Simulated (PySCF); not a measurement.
**SiNH4F (SMILES N[SiH2]F): HF/Sapporo-DZP (density fitting with def2-universal-jkfit)**

Aim: energy and one-electron properties of SiNH4F. Input form: a Python script.

The results are computed with PySCF 2.14.0.

4 further runs of the same task are left out: 1 that didn't finish, 3 set aside as unsound or not needed.

## 1. The structure to begin with

SiNH4F has 7 atoms, charge 0, and is taken as a singlet. As SMILES, `N[SiH2]F`. The coordinates come from a PBE0-D4/def2-TZVP relaxation. This is one conformer, not always the lowest.

Bond lengths: N1–Si2 1.696 Å, Si2–F3 1.605 Å, N1–H4 1.006 Å, N1–H5 1.006 Å, Si2–H6 1.479 Å, Si2–H7 1.479 Å. Angles: N1–Si2–F3 114.6°, N1–Si2–H6 108.3°, N1–Si2–H7 108.3°, F3–Si2–H6 105.8°, F3–Si2–H7 105.8°, Si2–N1–H4 122.0°, Si2–N1–H5 122.0°, H6–Si2–H7 114.0°, H4–N1–H5 111.8°.

## 2. The charge distribution at HF/Sapporo-DZP (density fitting with def2-universal-jkfit)

Contents of mol.sdf:

```

     RDKit          3D

  7  6  0  0  0  0  0  0  0  0999 V2000
   -0.7615    0.3390   -0.6252 N   0  0  0  0  0  0  0  0  0  0  0  0
    0.5311   -0.1157    0.3734 Si  0  0  0  0  0  4  0  0  0  0  0  0
    0.5151   -1.6539    0.8298 F   0  0  0  0  0  0  0  0  0  0  0  0
   -0.7866    0.1051   -1.6036 H   0  0  0  0  0  0  0  0  0  0  0  0
   -1.6822    0.5135   -0.2584 H   0  0  0  0  0  0  0  0  0  0  0  0
    0.4559    0.6762    1.6207 H   0  0  0  0  0  0  0  0  0  0  0  0
    1.7894    0.0680   -0.3823 H   0  0  0  0  0  0  0  0  0  0  0  0
  2  1  1  0
  3  2  1  0
  4  1  1  0
  5  1  1  0
  6  2  1  0
  7  2  1  0
M  END
$$$$
```

Contents of run.py:

```python
import numpy
from pyscf import gto, scf, lo
from rdkit import Chem

rd = Chem.MolFromMolFile('mol.sdf', removeHs=False, sanitize=False)
xyz = rd.GetConformer().GetPositions()
geom = [(a.GetSymbol(), tuple(x)) for a, x in zip(rd.GetAtoms(), xyz)]
for s, x in geom:
    print('%-2s %12.6f %12.6f %12.6f' % (s, *x))

system = gto.M(
    atom=geom,
    max_memory=1860,
    charge=0,
    basis='sapporo-dzp',
    spin=0,
    verbose=4,
)

hf = scf.RHF(system)
hf = hf.density_fit(auxbasis='def2-universal-jkfit')
hf.kernel()

energy = hf.e_tot
print('E = %.10f Eh' % energy)
dip = hf.dip_moment()
pop, q = hf.mulliken_pop()
quad = hf.quad_moment()
occ = hf.mo_coeff[:, hf.mo_occ > 0]
iaos = lo.vec_lowdin(lo.iao.iao(system, occ), hf.get_ovlp())
c = iaos.T @ hf.get_ovlp() @ occ
pop_iao, q_iao = scf.hf.mulliken_pop(lo.iao.reference_mol(system), (c * hf.mo_occ[hf.mo_occ > 0]) @ c.T, numpy.eye(c.shape[0]), verbose=0)
print('IAO charges', numpy.round(q_iao, 4))
```

Started as:

```bash
$ OMP_NUM_THREADS=1 python run.py
```

Log:

```text
N     -0.761500     0.339000    -0.625200
Si     0.531100    -0.115700     0.373400
F      0.515100    -1.653900     0.829800
H     -0.786600     0.105100    -1.603600
H     -1.682200     0.513500    -0.258400
H      0.455900     0.676200     1.620700
H      1.789400     0.068000    -0.382300

PySCF version 2.14.0

[INPUT] num. atoms = 7
[INPUT] num. electrons = 34
[INPUT] charge = 0
[INPUT] spin (= nelec alpha-beta = 2S) = 0
[INPUT] symmetry False subgroup None
[INPUT] Mole.unit = angstrom
[INPUT] Symbol           X                Y                Z      unit          X                Y                Z       unit  Magmom
[INPUT]  1 N     -0.761500000000   0.339000000000  -0.625200000000 AA   -1.439026443856   0.640617156228  -1.181456773078 Bohr   0.0
[INPUT]  2 Si     0.531100000000  -0.115700000000   0.373400000000 AA    1.003633544757  -0.218641312612   0.705623734913 Bohr   0.0
[INPUT]  3 F      0.515100000000  -1.653900000000   0.829800000000 AA    0.973397926763  -3.125418037418   1.568094738164 Bohr   0.0
[INPUT]  4 H     -0.786600000000   0.105100000000  -1.603600000000 AA   -1.486458569583   0.198610215692  -3.030364813353 Bohr   0.0
[INPUT]  5 H     -1.682200000000   0.513500000000  -0.258400000000 AA   -3.178897286743   0.970374364964  -0.488305230588 Bohr   0.0
[INPUT]  6 H      0.455900000000   0.676200000000   1.620700000000 AA    0.861526140189   1.277832805431   3.062679130083 Bohr   0.0
[INPUT]  7 H      1.789400000000   0.068000000000  -0.382300000000 AA    3.381475927297   0.128501376470  -0.722442297421 Bohr   0.0

nuclear repulsion = 118.587946720035
number of shells = 32
number of NR pGTOs = 168
number of NR cGTOs = 66
basis = sapporo-dzp
ecp = {}

******** <class 'pyscf.df.df_jk.DFRHF'> ********
method = DFRHF
initial guess = minao
damping factor = 0
level_shift factor = 0
DIIS = <class 'pyscf.scf.diis.CDIIS'>
diis_start_cycle = 1
diis_space = 8
diis_damp = 0
SCF conv_tol = 1e-09
SCF conv_tol_grad = None
SCF max_cycles = 50
direct_scf = False
Set gradient conv threshold to 3.16228e-05
Initial guess from minao.
******** <class 'pyscf.df.df.DF'> ********
auxbasis = def2-universal-jkfit
init E= -445.213430663524
  HOMO = -0.323221454549826  LUMO = 0.0804074823569043  gap/eV = 10.98330
cycle= 1 E= -445.159977425064  delta_E= 0.0535  |g|= 0.495  |ddm|= 2.29
  HOMO = -0.427050253498937  LUMO = 0.132322826198116  gap/eV = 15.22132
cycle= 2 E= -445.203749890295  delta_E= -0.0438  |g|= 0.28  |ddm|= 0.567
  HOMO = -0.435548625278786  LUMO = 0.136914660344098  gap/eV = 15.57752
cycle= 3 E= -445.216433314487  delta_E= -0.0127  |g|= 0.0391  |ddm|= 0.168
  HOMO = -0.432023426336038  LUMO = 0.14082041838269  gap/eV = 15.58787
cycle= 4 E= -445.216976829485  delta_E= -0.000544  |g|= 0.00711  |ddm|= 0.0514
  HOMO = -0.430284625954604  LUMO = 0.140893143412123  gap/eV = 15.54254
cycle= 5 E= -445.216995815711  delta_E= -1.9e-05  |g|= 0.00233  |ddm|= 0.0107
  HOMO = -0.431255359764118  LUMO = 0.140736227816232  gap/eV = 15.56468
cycle= 6 E= -445.216997470439  delta_E= -1.65e-06  |g|= 0.000652  |ddm|= 0.00233
  HOMO = -0.431167342351526  LUMO = 0.140753610269474  gap/eV = 15.56276
cycle= 7 E= -445.21699768754  delta_E= -2.17e-07  |g|= 0.000156  |ddm|= 0.001
  HOMO = -0.43119051925538  LUMO = 0.1407504369427  gap/eV = 15.56331
cycle= 8 E= -445.216997707311  delta_E= -1.98e-08  |g|= 3.41e-05  |ddm|= 0.000364
  HOMO = -0.43119061110116  LUMO = 0.140751112388287  gap/eV = 15.56333
cycle= 9 E= -445.216997708181  delta_E= -8.7e-10  |g|= 7.75e-06  |ddm|= 7.49e-05
  HOMO = -0.431191372253064  LUMO = 0.140750755240674  gap/eV = 15.56334
Extra cycle  E= -445.216997708218  delta_E= -3.69e-11  |g|= 3.26e-06  |ddm|= 1.25e-05
converged SCF energy = -445.216997708218
E = -445.2169977082 Eh
Dipole moment(X, Y, Z, Debye): -1.18758,  1.30618, -1.18753
 ** Mulliken pop  **
pop of  0 N 1s            1.99839
pop of  0 N 2s            0.81516
pop of  0 N 3s            0.50203
pop of  0 N 2px           0.77681
pop of  0 N 2py           0.92068
pop of  0 N 2pz           0.74570
pop of  0 N 3px           0.37757
pop of  0 N 3py           0.77620
pop of  0 N 3pz           0.35891
pop of  0 N 3dxy          0.00094
pop of  0 N 3dyz          0.00254
pop of  0 N 3dz^2         0.00429
pop of  0 N 3dxz          0.00456
pop of  0 N 3dx2-y2       0.00360
pop of  1 Si 1s           1.99960
pop of  1 Si 2s           1.99850
pop of  1 Si 3s           0.75201
pop of  1 Si 4s           0.14161
pop of  1 Si 2px          1.99917
pop of  1 Si 2py          1.99843
pop of  1 Si 2pz          1.99920
pop of  1 Si 3px          0.67590
pop of  1 Si 3py          0.41354
pop of  1 Si 3pz          0.70083
pop of  1 Si 4px          0.04372
pop of  1 Si 4py          0.04445
pop of  1 Si 4pz          0.05309
pop of  1 Si 3dxy         0.10050
pop of  1 Si 3dyz         0.16267
pop of  1 Si 3dz^2        0.06872
pop of  1 Si 3dxz         0.13080
pop of  1 Si 3dx2-y2      0.14158
pop of  2 F 1s            1.99888
pop of  2 F 2s            0.96774
pop of  2 F 3s            0.95280
pop of  2 F 2px           1.14356
pop of  2 F 2py           1.05971
pop of  2 F 2pz           1.13770
pop of  2 F 3px           0.75550
pop of  2 F 3py           0.67597
pop of  2 F 3pz           0.74870
pop of  2 F 3dxy          0.00158
pop of  2 F 3dyz          0.00207
pop of  2 F 3dz^2         0.00094
pop of  2 F 3dxz          0.00013
pop of  2 F 3dx2-y2       0.00256
pop of  3 H 1s            0.70619
pop of  3 H 2s            0.10507
pop of  3 H 2px           0.01278
pop of  3 H 2py           0.01972
pop of  3 H 2pz           0.03313
pop of  4 H 1s            0.70616
pop of  4 H 2s            0.10508
pop of  4 H 2px           0.03001
pop of  4 H 2py           0.01969
pop of  4 H 2pz           0.01593
pop of  5 H 1s            0.73468
pop of  5 H 2s            0.29581
pop of  5 H 2px           0.00027
pop of  5 H 2py           0.00360
pop of  5 H 2pz           0.00900
pop of  6 H 1s            0.73473
pop of  6 H 2s            0.29572
pop of  6 H 2px           0.00920
pop of  6 H 2py           0.00028
pop of  6 H 2pz           0.00340
 ** Mulliken atomic charges  **
charge of    0N =     -0.28738
charge of    1Si =      0.57568
charge of    2F =     -0.44783
charge of    3H =      0.12310
charge of    4H =      0.12313
charge of    5H =     -0.04337
charge of    6H =     -0.04333
Traceless quadrupole moment (Debye*A):

IAO charges [-0.8878  1.3429 -0.5973  0.2689  0.2689 -0.1978 -0.1979]
```

Run time: 1.2 s. Hardware: 1 thread of Arm Neoverse V1, shared host; peak memory 0.16 GiB.

Atomic charges (e):

| atom | Mulliken | IAO |
| --- | --- | --- |
| N1 | -0.287 | -0.888 |
| Si2 | +0.576 | +1.343 |
| F3 | -0.448 | -0.597 |
| H4 | +0.123 | +0.269 |
| H5 | +0.123 | +0.269 |
| H6 | -0.043 | -0.198 |
| H7 | -0.043 | -0.198 |

## 3. What came out

At HF/Sapporo-DZP (density fitting with def2-universal-jkfit):

| quantity | value |
| --- | --- |
| total energy | -445.21700 Eh |
| dipole moment | 2.13 D |
| HOMO energy | -11.73 eV |
| LUMO energy | 3.83 eV |
| HOMO–LUMO gap | 15.56 eV |
